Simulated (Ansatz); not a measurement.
Process, species as SMILES: O (H2O) → [OH-] + H+
B3LYP-D3(BJ)/def2-TZVP geometries, fixed; electronic energies without zero-point terms.
Largest species:
```
O
H 1 0.9627
H 1 0.9627 2 105.24
```

How fast the deprotonation energy converges with the basis for several methods (Ansatz, a quantum-chemistry and plane-wave program): deviation from each method's own reference, in kcal/mol. References: B3LYP 395.39 kcal/mol, the value in aug-cc-pV5Z; CCSD(T) 397.24 kcal/mol, Hartree-Fock in aug-cc-pVQZ plus the correlation part extrapolated as X^-3 from aug-cc-pVTZ and aug-cc-pVQZ; HF 407.30 kcal/mol, the value in aug-pcseg-3; MP2 393.24 kcal/mol, Hartree-Fock in aug-cc-pVQZ plus the correlation part extrapolated as X^-3 from aug-cc-pVTZ and aug-cc-pVQZ; PBE 392.50 kcal/mol, the value in aug-cc-pV5Z; r2SCAN 397.41 kcal/mol, the value in aug-cc-pV5Z. Cartesian d functions, on some or all atoms, in 6-31G**; all else is spherical. In correlated methods cores are frozen. No added dispersion term, no relativity. 

```json
[
 {"basis": "def2-SV(P)", "functions": "18", "B3LYP": "35.18", "CCSD(T)": "32.90", "HF": "19.51", "MP2": "35.44", "PBE": "[?]", "r2SCAN": "32.34"},
 {"basis": "cc-pVDZ", "functions": "24", "B3LYP": "43.49", "CCSD(T)": "45.62", "HF": "29.22", "MP2": "47.79", "PBE": "[?]", "r2SCAN": "40.86"},
 {"basis": "6-31G**", "functions": "25", "B3LYP": "39.80", "CCSD(T)": "39.82", "HF": "25.85", "MP2": "42.05", "PBE": "[?]", "r2SCAN": "37.13"},
 {"basis": "6-311+G**", "functions": "34", "B3LYP": "0.66", "CCSD(T)": "4.66", "HF": "-1.10", "MP2": "5.00", "PBE": "[?]", "r2SCAN": "0.55"},
 {"basis": "def2-SVPD", "functions": "39", "B3LYP": "-1.43", "CCSD(T)": "-1.64", "HF": "-2.15", "MP2": "-1.16", "PBE": "[?]", "r2SCAN": "-1.31"},
 {"basis": "aug-cc-pVDZ", "functions": "41", "B3LYP": "-1.50", "CCSD(T)": "-1.93", "HF": "-2.29", "MP2": "-1.77", "PBE": "[?]", "r2SCAN": "-1.45"},
 {"basis": "def2-TZVPPD", "functions": "74", "B3LYP": "-0.17", "CCSD(T)": "0.57", "HF": "-0.35", "MP2": "0.75", "PBE": "[?]", "r2SCAN": "-0.21"},
 {"basis": "aug-cc-pVTZ", "functions": "92", "B3LYP": "-0.09", "CCSD(T)": "-0.11", "HF": "-0.47", "MP2": "0.01", "PBE": "[?]", "r2SCAN": "-0.06"},
 {"basis": "pcseg-3", "functions": "126", "B3LYP": "2.30", "CCSD(T)": "2.93", "HF": "0.72", "MP2": "3.15", "PBE": "[?]", "r2SCAN": "2.30"},
 {"basis": "aug-cc-pVQZ", "functions": "172", "B3LYP": "0.12", "CCSD(T)": "0.11", "HF": "-0.10", "MP2": "0.16", "PBE": "[?]", "r2SCAN": "0.12"},
 {"basis": "cc-pV5Z", "functions": "201", "B3LYP": "6.89", "CCSD(T)": "6.68", "HF": "3.25", "MP2": "7.39", "PBE": "[?]", "r2SCAN": "6.58"},
 {"basis": "pcseg-4", "functions": "223", "B3LYP": "1.33", "CCSD(T)": "1.52", "HF": "0.39", "MP2": "1.68", "PBE": "[?]", "r2SCAN": "1.39"}
]
```

Problem. Complete the blanks.

Solution. 
- def2-SV(P), PBE: 38.74
- cc-pVDZ, PBE: 47.02
- 6-31G**, PBE: 43.43
- 6-311+G**, PBE: 1.63
- def2-SVPD, PBE: -0.91
- aug-cc-pVDZ, PBE: -1.01
- def2-TZVPPD, PBE: -0.02
- aug-cc-pVTZ, PBE: 0.29
- pcseg-3, PBE: 3.25
- aug-cc-pVQZ, PBE: 0.31
- cc-pV5Z, PBE: 8.61
- pcseg-4, PBE: 1.98

Mean absolute deviation over 6-311+G**, def2-TZVPPD, aug-cc-pVTZ: r2SCAN 0.27, B3LYP 0.31, HF 0.64, PBE 0.65, CCSD(T) 1.78, MP2 1.92 kcal/mol.
